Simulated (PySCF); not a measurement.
Unknown compound

An unknown has the formula C$_{5}$H$_{9}$N. Its calculated NMR data are:

¹H NMR (500 MHz, computed): δ 6.85 (d, 1H), 3.58 (s, 3H), 1.79 (m, 1H), 0.80 (m, 2H), 0.46 (m, 2H).

¹³C{¹H} NMR (computed): δ 170.0 (CH), 51.2 (CH3), 20.6 (CH), 7.0 (CH2).

PySCF 2.14.0 with density-fitted response routines calculation with structure optimised with GFN2-xTB and NMR shieldings at PBE0/pcSseg-1/GIAO; in vacuum, no relativistic terms, fast rotation and ring inversion assumed for equivalent nuclei, a single conformation.

Scale: TMS for ¹H (σ = 31.72 ppm), ¹³C (σ = 186.93 ppm) (reference shieldings calculated alike).

Q: Which candidate is it?
A. C=N/C=C/CC
B. CC(C)[C@H]1C=N1
C. CN1C=CCC1
D. C/N=C/C1CC1
E. C#CC(C)(C)N

A: D. 

- The formula gives 2 degrees of unsaturation (1 ring in the answer).
- 4 carbon signals for 5 carbons: some carbons are equivalent by symmetry or fast rotation.
- Carbon types of the structure: 2 × CH, 2 × CH2, 1 × CH3, which accounts for all hydrogens.
- δC 170.0: C=N carbon.
- δC 51.2: methyl carbon bonded to N; deshielded by the electronegative neighbour.
- δC 20.6, 7.0: three-membered-ring carbon; carbons of three-membered rings are unusually shielded.
- δH 6.85: hydrogen on a C=N carbon.
- δH 3.58: hydrogen on a methyl carbon bonded to N; its carbon carries N, which withdraws density.

The others: CC(C)[C@H]1C=N1 would give 5 carbon signals, not 4; CN1C=CCC1 would give 5 carbon signals, not 4; C#CC(C)(C)N would give 2 signals for carbon-bound and other non-exchanging H, not 5; C=N/C=C/CC would give 5 carbon signals, not 4.

Shifts are as computed. Against solution values, carbons near 30 ppm lie about +3 ppm off and those near 130 ppm about +5 ppm. Of 1211 compounds with measured shifts, 218 miss one by over three times the rms of a fit or turn the order of signals round; such compounds aren't used in these exercises. Multiplicities follow the n + 1 count of equivalent neighbours, as no J values were calculated; m marks all less simple cases, F and P coupling included.
